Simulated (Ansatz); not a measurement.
Geometry optimisation, Ansatz 0.2.0, UKS PBE0/def2-SVP.

input.yaml

```yaml
crystal:
  periodic: [false, false, false]
  atoms:
    - { symbol: Li, position_ang: [-1.95762, 0.4098, -0.42817] }
    - { symbol: "N", position_ang: [-0.37839, 0.13231, 0.32432] }
    - { symbol: C, position_ang: [0.79015, -0.13292, 0.42088] }
    - { symbol: H, position_ang: [1.4658, -0.18154, 1.27707] }
magnetization:
  spin_polarized: true
  initial_magnetization: 1
basis:
  gaussian: { orbitals: def2-SVP }
hamiltonian:
  xc: pbe0
relax:
  f_tol: 0.015
  max_steps: 40
```

Run as:

```bash
$ ansatz run input.yaml --threads 1 --pin off --max-ram 2048MiB --backend cpu --events-out ev --progress --plain --runs-dir out
```

**Question.** Where does it end, and by what steps?

**Answer.** It converged. After 6 steps the energy has fallen by 0.045 eV; N2 moved furthest, 0.16 Å.

| step | energy less start (eV) | largest force component (eV/Å) | accepted |
| --- | --- | --- | --- |
| 0 | 0.0000 | 0.680 | yes |
| 1 | -0.0198 | 0.268 | yes |
| 2 | -0.0356 | 0.193 | yes |
| 3 | -0.0321 | 1.053 | no |
| 4 | -0.0404 | 0.110 | yes |
| 5 | -0.0448 | 0.022 | yes |
| 6 | -0.0449 | 0.005 | yes |

```xyz
4
Properties=species:S:1:pos:R:3
Li -1.976 0.428 -0.326
N -0.333 0.101 0.169
C 0.830 -0.146 0.392
H 1.400 -0.155 1.359
```

Whether the end is a true minimum wasn't checked by a vibrational analysis.

Time of the run: 28 s on 1 thread of Intel(R) Xeon(R) Processor @ 2.50GHz (Skylake/Cascade Lake) (shared host), peak memory 0.18 GiB.
